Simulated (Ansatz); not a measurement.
## hcp Os

These are PBE in Ansatz (plane waves, PAW) values and carry that method's errors.

Settings: plane-wave cutoff 520 eV, 30×30×16 k mesh (along the axes of the cell as run), Fermi–Dirac smearing 0.07 eV (set by the program), no spin polarisation, scalar-relativistic PAW data made under PBE.

Cell (measured lattice):

```
Os
1.0
    2.73420     0.00000     0.00000
   -1.36710     2.36789     0.00000
    0.00000     0.00000     4.31990
Os
2
Direct
  0.66667   0.33333   0.75000
  0.33333   0.66667   0.25000
```

- elastic constant C11: 797 GPa
- elastic constant C12: 250 GPa
- elastic constant C13: 240 GPa
- elastic constant C33: 892 GPa
- elastic constant C44: 274 GPa
- elastic constant C66: 274 GPa
- Voigt–Reuss–Hill bulk modulus: 438 GPa
- Voigt–Reuss–Hill shear modulus (Hill average): 281 GPa
- Young modulus: 695 GPa
- Poisson ratio: 0.236

Measured, for comparison: elastic constant C11 763 GPa, elastic constant C12 228 GPa, elastic constant C13 218 GPa, elastic constant C33 843 GPa, elastic constant C44 269 GPa (0 K, extrapolated to 0 K (read from the set's bulk modulus against, 405 at 300 K); as tabulated in Liu et al. (2023), arXiv:2002.00005). Computed (rounded) less measured: elastic constant C11 +4 %, elastic constant C12 +10 %, elastic constant C13 +10 %, elastic constant C33 +6 %, elastic constant C44 +2 %.

Note: the cell isn't this level's own, so it is under some stress, which shifts stiffness and frequencies.

Elastic constants are with the ions relaxed.

Spin–orbit coupling is not included.

It cost very roughly 40 core-minutes of CPU time.

Ansatz is a first-principles code.
